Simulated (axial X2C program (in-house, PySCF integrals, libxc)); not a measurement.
Low determinants of BN at the PBE0 level, two-component

Computed with an axial X2C code built on PySCF integrals. Two-component (2c) means X2C with spin–orbit coupling and atomic mean-field two-electron Coulomb and Gaunt terms. Basis: N dyall-av3z [7s7p3d2f], B dyall-v3z [7s6p2d1f] (cores contracted in-house); Gaussian nuclei, density fitting, unrestricted open shells. Masses: N 14.003 u, B 11.009 u.

Search at 1.317 Å (vertical energies from the lowest determinant):

```tsv
ΔE (eV)	state	electrons beyond evenly filled partner blocks	electrons in ±ω = 1/2, 3/2, 5/2, 7/2
0.00	Ω = 2	ω = 1/2, ω = 3/2	11 1 0 0
0.14	Ω = 1	ω = -1/2, ω = 3/2	11 1 0 0
0.14	Ω = 1	2 × ω = 1/2	10 2 0 0
0.96	Ω = 0	none	10 2 0 0
3.16	Ω = 0	none	12 0 0 0
4.50	Ω = 3	2 × ω = 3/2	10 2 0 0
```

Lowest determinant, Ω = 2 (⟨Sz⟩ = 1.00, ⟨Lz⟩ = 1.00 at PBE0): Re = 1.315 Å, ωe = 1595.1 cm⁻¹.

The determinant in row 2 of the search, Ω = 1 (⟨Sz⟩ = 0.00, ⟨Lz⟩ = 1.00 at PBE0), was followed along the bond at PBE0; measured from the minimum of the lowest determinant it gives:

Te = 0.138 eV (1110 cm⁻¹), Re = 1.319 Å, ωe = 1582.3 cm⁻¹.

Problem. Compare the bond of the determinant in row 2 with that of the lowest one.

Solution. At PBE0 its Re is 0.004 Å longer and its force constant, which goes as ωe², is 0.98 times that of the lowest determinant. This determinant mixes spin states, so it has no term energy of its own.

The search compares states at one distance, so a state with another bond length can lie lower; it is not exhaustive and yields mostly the lowest determinant of each block pattern, so other components and higher states of one pattern are missing. These are energies of single determinants, not of spin-adapted states; PBE0 term energies can be off by some tenths of an eV, and the functional has no current term. Open-shell Ω = 0 determinants with evenly filled partner blocks cannot be reached by this program, so the Ω shown need not be the lowest component. The lowest determinant need not be the ground state where others lie within half an eV.
